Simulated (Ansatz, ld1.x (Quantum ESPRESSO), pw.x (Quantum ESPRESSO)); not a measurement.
# germanium (diamond): variants of one PAW potential in the solid

- Element: germanium (Ge)
- Generator: ld1.x (Quantum ESPRESSO) 7.5
- Type: PAW
- Functional: PBEsol
- Relativity: scalar-relativistic
- Frozen core: [Ar] 3d10
- Valence charge: 4
- Reference configuration: 4s1.5 4p2.5
- Partial waves: 4s (bound): rcut 1.45, rcutus 1.75 bohr; 4s channel at 2 Ry: rcut 1.45, rcutus 1.75 bohr; 4p (bound): rcut 1.55, rcutus 1.90 bohr; 4p channel at 1.45 Ry: rcut 1.55, rcutus 1.90 bohr; 4d channel at 0.1 Ry: rcut 1.50, rcutus 1.95 bohr
- Local potential: all-electron potential smoothed inside 1.30 bohr (lloc = -1)
- Core correction: Bessel-smoothed model core inside 1.65 bohr
- Augmentation charge: PSQ, inside the norm-conserving radii

Crystal test: diamond Ge in pw.x 7.5, no spin, 8³ k-points, Fermi–Dirac smearing 0.01 Ry, cutoffs set for each file from its atomic test. The reference is all-electron LAPW (Ansatz 0.2.0) with the same functional, mesh and smearing; V0 and B0 come from Birch–Murnaghan fits to the pressures at five volumes. Errors are pseudo minus all-electron; Δ is the rms difference of the E(V) curves that follow from these fits, minima aligned, over ±6 % about the mean V0. Mesh and smearing are coarse, so the numbers serve the comparison and aren't converged zero-temperature values; the lattice is a test structure that the element need not adopt.

All-electron: a0 = 5.678 Å (V0 = 22.88 Å³/atom), B0 = 65.5 GPa.

2 further variants are left out: they gave no file fit for a test, a broken result, the same result as the base, or pressures whose basis-set error rivals the error shown.

| change | cutoffs (Ry) | pw.x | a0 (Å) | a0 error (%) | B0 error (%) | Δ (meV/atom) | mean pressure error (GPa) |
| --- | --- | --- | --- | --- | --- | --- | --- |
| base | 40/320 | converged | 5.683 | +0.09 | +1.5 | 0.9 | +0.18 |
| local potential all-electron potential smoothed inside 1.75 bohr (lloc = -1) | 40/320 | converged | 5.686 | +0.14 | +1.3 | 1.4 | +0.28 |
| core correction Bessel-smoothed model core inside 1.18 bohr | 40/320 | converged | 5.682 | +0.08 | +1.5 | 0.8 | +0.17 |

(1) Give the row for: wave 4d channel at 0.1 Ry: rcut 1.50, rcutus 1.95 bohr becomes 4d channel at 0.1 Ry: rcut 1.50, rcutus 2.82 bohr.

## Answers

(1) pw.x: converged; mean pressure error (GPa): +0.44; a0 (Å): 5.690; a0 error (%): +0.21; B0 error (%): +0.8; Δ (meV/atom): 2.2.
